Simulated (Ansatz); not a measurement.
# Silicon, diamond under LDA: how the cold (Marzari-Vanderbilt) smearing moves the result

How small must the cold (Marzari-Vanderbilt) smearing width be for energy and pressure to settle? The geometry was relaxed under LDA beforehand and stays fixed; 7 values are run, from 0.01 to 1.0 eV. Wanted are the values from which on the energy stays within 10 and 1 meV/atom, and the pressure within 0.5 GPa, of the narrowest run. Within the series other settings stay, but some runs also write fields, which adds to their time. Spin polarisation is left out.

Computed with Ansatz 0.2.0 (DFT LDA, plane waves with PAW, scalar-relativistic, unless a step says otherwise).

1 further run of the same task is left out (set aside as unsound or not needed).

### 1 The structure to begin with

Symmetry: Fd-3m, No. 227, cubic system. Conventional cell: a = 5.403 Å, b = 5.403 Å, c = 5.403 Å, α = 90.00°, β = 90.00°, γ = 90.00°. Si (site symmetry -43m) has 4 Si at 2.34 Å as nearest neighbours.

Structure file:

```
Si
1.0
     0.00000    2.70166    2.70166
     2.70166    0.00000    2.70166
     2.70166    2.70166    0.00000
Si
2
Direct
  0.50000 0.50000 0.50000
  0.75000 0.75000 0.75000
```

### 2 With a width of 0.01 eV

The run at 0.01 eV.

File input.yaml:

```yaml
crystal:
  lattice:
    - [0.0, 2.7016643793, 2.7016643793]
    - [2.7016643793, 0.0, 2.7016643793]
    - [2.7016643793, 2.7016643793, 0.0]
  atoms:
    - { symbol: Si, position: [0.5, 0.5, 0.5] }
    - { symbol: Si, position: [0.75, 0.75, 0.75] }
hamiltonian:
  xc: lda
  pseudopotentials:
    kind: paw
    azcp:
      Si: "pseudopotentials/Si.paw.azcp"
basis:
  ecutwfc: 420
  fft_grid_basis: typed
kpoints:
  mp_grid: { grid: [10, 10, 10], shift: [0, 0, 0] }
magnetization:
  spin_polarized: false
scf:
  occupations: { method: cold, width: 0.01 }
  lower_state_search: "off"
output:
  stress: true
```

The run is started by

```
$ ansatz run input.yaml --threads 2 --pin off --max-ram 5120MiB --backend cpu --events-out ev --progress --plain --runs-dir out
```

### 3 With a width of 0.03 eV

The run at 0.03 eV.

input.yaml: that of step 2 with these lines changed.

```diff
@@ -22,3 +22,3 @@
 scf:
-  occupations: { method: cold, width: 0.01 }
+  occupations: { method: cold, width: 0.03 }
   lower_state_search: "off"
```

### 4 With a width of 0.1 eV

The run at 0.1 eV.

input.yaml: that of step 3 with these lines changed.

```diff
@@ -22,3 +22,3 @@
 scf:
-  occupations: { method: cold, width: 0.03 }
+  occupations: { method: cold, width: 0.1 }
   lower_state_search: "off"
```

### 5 With a width of 0.2 eV

The run at 0.2 eV.

input.yaml: that of step 4 with these lines changed.

```diff
@@ -22,3 +22,3 @@
 scf:
-  occupations: { method: cold, width: 0.1 }
+  occupations: { method: cold, width: 0.2 }
   lower_state_search: "off"
```

### 6 With a width of 0.3 eV

The run at 0.3 eV.

input.yaml: that of step 5 with these lines changed.

```diff
@@ -22,3 +22,3 @@
 scf:
-  occupations: { method: cold, width: 0.2 }
+  occupations: { method: cold, width: 0.3 }
   lower_state_search: "off"
```

### 7 With a width of 0.6 eV

The run at 0.6 eV.

input.yaml: that of step 6 with these lines changed.

```diff
@@ -22,3 +22,3 @@
 scf:
-  occupations: { method: cold, width: 0.3 }
+  occupations: { method: cold, width: 0.6 }
   lower_state_search: "off"
@@ -26 +26,5 @@
   stress: true
+  write_density: true
+  write_potential: true
+  elf: true
+  volumetric_format: npy
```

### 8 With a width of 1.0 eV

The run at 1.0 eV.

input.yaml: that of step 7 with these lines changed.

```diff
@@ -22,3 +22,3 @@
 scf:
-  occupations: { method: cold, width: 0.6 }
+  occupations: { method: cold, width: 1.0 }
   lower_state_search: "off"
@@ -26,5 +26 @@
   stress: true
-  write_density: true
-  write_potential: true
-  elf: true
-  volumetric_format: npy
```

(Steps that only read results are left out.)

**Question.** What will these runs give?

As calculated:

```
                                    quantity         value
E(σ → 0) stays within 10 meV/atom of 0.01 eV  up to 1.0 eV
            E(σ → 0) stays within 1 meV/atom  up to 0.3 eV
               pressure stays within 0.5 GPa  up to 0.6 eV
                         pressure at 0.01 eV     -0.07 GPa
```

In words: The far end, 1.0 eV, lies +1.9 meV/atom and -0.5 GPa from the yardstick. The free energy F moves by +35.7 meV/atom over the range, and the estimate for σ → 0 by +1.9. While the width stays far under the gap, it changes nothing.
